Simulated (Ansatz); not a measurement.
Cost and result for the atomization energy of AlClO, SMILES `[O]=[Al][Cl]` (3 atoms, 2 bonds).

Charge 0, multiplicity 1. The structure was optimised at the PBE0-D4/def2-TZVP level. Program: Ansatz. All runs use 4 threads of an Arm Neoverse V2 on a shared host. Times are those of one run each, without the atoms' runs, and a repeat can differ threefold. Electronic energies, without spin–orbit coupling; frozen cores. CCSD(T)/CBS extrapolates def2-TZVPP and def2-QZVPP, and its time is that of the two runs behind it. T1 = 0.024. HSE06 is the plane-wave form, built on full-range PBE exchange.

CCSD(T)/CBS is a level of theory with its own doubt, some kJ/mol a heavy atom from the limit and from the frozen cores, so smaller differences don't rank the functionals.

```json
{"level": "CCSD(T)/def2-SVP", "functions": "50", "wall time": "0.25 s"}
{"level": "LDA (SPW92)/def2-TZVPP", "functions": "115", "wall time": "0.3 s"}
{"level": "revPBE-D4/def2-TZVPP", "functions": "115", "wall time": "0.4 s"}
{"level": "PBE0-D4/def2-TZVPP", "functions": "115", "wall time": "0.5 s"}
{"level": "HSE06-D4/def2-TZVPP", "functions": "115", "wall time": "0.55 s"}
{"level": "CAM-B3LYP-D4/def2-TZVPP", "functions": "115", "wall time": "0.6 s"}
{"level": "PBE-QIDH/def2-TZVPP", "functions": "115", "wall time": "0.85 s"}
{"level": "B2PLYP/def2-TZVPP", "functions": "115", "wall time": "0.95 s"}
{"level": "CCSD(T)/def2-TZVPP", "functions": "115", "wall time": "1.1 s"}
{"level": "B97M-V/def2-TZVPP", "functions": "115", "wall time": "1.3 s"}
{"level": "ωB97M-V/def2-TZVPP (with forces)", "functions": "115", "wall time": "1.6 s"}
{"level": "CCSD(T)/def2-QZVPP", "functions": "197", "wall time": "4.1 s"}
{"level": "CCSD(T)/CBS(def2)", "functions": "–", "wall time": "5.2 s"}
```

(1) What atomization energy does each give, and how far from CCSD(T)/CBS? (Estimate.)

Results:

(1) Ansatz gave: 
```json
{"level": "CCSD(T)/def2-SVP", "atomization (kcal/mol)": "199.9", "difference from CCSD(T)/CBS": "-27.1", "per bond": "-13.5"}
{"level": "LDA (SPW92)/def2-TZVPP", "atomization (kcal/mol)": "266.7", "difference from CCSD(T)/CBS": "39.7", "per bond": "19.9"}
{"level": "revPBE-D4/def2-TZVPP", "atomization (kcal/mol)": "224.4", "difference from CCSD(T)/CBS": "-2.6", "per bond": "-1.3"}
{"level": "PBE0-D4/def2-TZVPP", "atomization (kcal/mol)": "218.2", "difference from CCSD(T)/CBS": "-8.8", "per bond": "-4.4"}
{"level": "HSE06-D4/def2-TZVPP", "atomization (kcal/mol)": "218.6", "difference from CCSD(T)/CBS": "-8.4", "per bond": "-4.2"}
{"level": "CAM-B3LYP-D4/def2-TZVPP", "atomization (kcal/mol)": "219.3", "difference from CCSD(T)/CBS": "-7.7", "per bond": "-3.9"}
{"level": "PBE-QIDH/def2-TZVPP", "atomization (kcal/mol)": "219.6", "difference from CCSD(T)/CBS": "-7.4", "per bond": "-3.7"}
{"level": "B2PLYP/def2-TZVPP", "atomization (kcal/mol)": "222.8", "difference from CCSD(T)/CBS": "-4.2", "per bond": "-2.1"}
{"level": "CCSD(T)/def2-TZVPP", "atomization (kcal/mol)": "215.6", "difference from CCSD(T)/CBS": "-11.4", "per bond": "-5.7"}
{"level": "B97M-V/def2-TZVPP", "atomization (kcal/mol)": "227.5", "difference from CCSD(T)/CBS": "0.5", "per bond": "0.2"}
{"level": "ωB97M-V/def2-TZVPP (with forces)", "atomization (kcal/mol)": "223.7", "difference from CCSD(T)/CBS": "-3.3", "per bond": "-1.7"}
{"level": "CCSD(T)/def2-QZVPP", "atomization (kcal/mol)": "222.4", "difference from CCSD(T)/CBS": "-4.6", "per bond": "-2.3"}
{"level": "CCSD(T)/CBS(def2)", "atomization (kcal/mol)": "227.0", "difference from CCSD(T)/CBS": "0.0", "per bond": "0.0"}
```

From PBE to PBE0 (25 % exact exchange), in def2-TZVPP and without D4, the atomization energy moves by −15.0 kcal/mol: exact exchange takes away binding that semilocal exchange gives to molecules. Leaving LDA and LC-ωPBE aside and taking each functional with its dispersion term where it has one, the values, not all of them listed here, spread over 32.6 kcal/mol, from BHLYP-D4 to PBE-D4. LDA lies +34.8 kcal/mol from PBE without D4, its usual overbinding. In def2-TZVPP, CCSD(T) changes the Hartree–Fock value by +85.8 kcal/mol (the triples alone add +9.7 kcal/mol) and MP2 by +106.7 kcal/mol; breaking electron pairs costs correlation energy, which Hartree–Fock lacks.
